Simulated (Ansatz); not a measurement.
Write a Python script for the Ansatz DFT code, driven from Python that makes a relaxed scan of one distance of C2H4N (charge +1), SMILES CC#[NH+]. Level of theory (for the species named): PBE, def2-SVP basis, multiplicity 1, D4 dispersion.

Input file `c2h4n.xyz`:
```text
7

C    -0.68564    0.51942   -0.27775
C     0.36792   -0.27369    0.14973
N     1.23925   -0.93388    0.50080
H    -1.49491   -0.10931   -0.66479
H    -0.35200    1.19497   -1.07268
H    -1.07030    1.11717    0.55556
H     1.99568   -1.51469    0.80912
```

`relaxed_scan_c2h4n.py`:
```python
# -*- coding: utf-8 -*-
"""Relaxed scan of one distance in C2H4N(+)."""

import ansatz as az
import numpy as np

system = az.Crystal.molecule_from_extxyz("c2h4n.xyz")

base = (
    system.calculation()
    .basis(gaussian="def2-SVP")  # the orbital basis, by name
    .functional("pbe", dispersion="d4")
    .charge(1)  # electrons removed from the neutral system
)
symbols = [site.symbol for site in system.cartesian_sites]
pairs = [(0, 1), (0, 3), (0, 4), (0, 5), (1, 2), (2, 6)]
print("held (A)   E (eV)        ", "  ".join(f"{symbols[i]}{i}-{symbols[j]}{j}" for i, j in pairs))
for length in [1.28, 1.39, 1.5, 1.66, 1.87]:
    rep = base.relax(constraints=[az.DistanceConstraint((0, 1), at=length)], force_tolerance=0.02, max_steps=60).run(threads=1, pin="off").report
    xyz = np.array(rep["positions_ang"])
    print(f"{length:6.2f} {rep['free_energy_ev']:14.5f}  ", "  ".join(f"{np.linalg.norm(xyz[i] - xyz[j]):.3f}" for i, j in pairs))
```

```console
$ python relaxed_scan_c2h4n.py
held (A)   E (eV)         C0-C1  C0-H3  C0-H4  C0-H5  C1-N2  N2-H6
DeckWarning: relax.constraints: the input's atoms, or those drawn, lie off the distances that are held; a relaxation that starts there is brought onto them ahead of its first SCF, by positions alone, an atom by 5.31e-2 Å at the most. With the symmetry detection on, the symmetry is detected on the input's atoms as so brought (as typed, where only the drawn atoms reach the distances), and notices that speak of the structure as typed mean those atoms
  1.28    -3613.14356   1.280  1.116  1.116  1.116  1.163  1.022
  1.39    -3613.64636   1.390  1.113  1.113  1.113  1.160  1.024
  1.50    -3613.61104   1.500  1.110  1.110  1.110  1.158  1.025
  1.66    -3613.13556   1.660  1.107  1.107  1.107  1.157  1.026
  1.87    -3612.33245   1.870  1.104  1.104  1.104  1.158  1.026
```
(Warnings from the package without file and line, repeats left out.)

The settings weren't tested for convergence. The energies are electronic: no zero-point or thermal terms, and the basis set is short of its limit. Wall time of the script: 25 s on 1 thread of Arm Neoverse V2 (shared host), peak memory 0.18 GiB.

(A comment or docstring line of the script was reworded after the run, the code is as it ran; lines on the test bed's own set-up are left out of the output.)
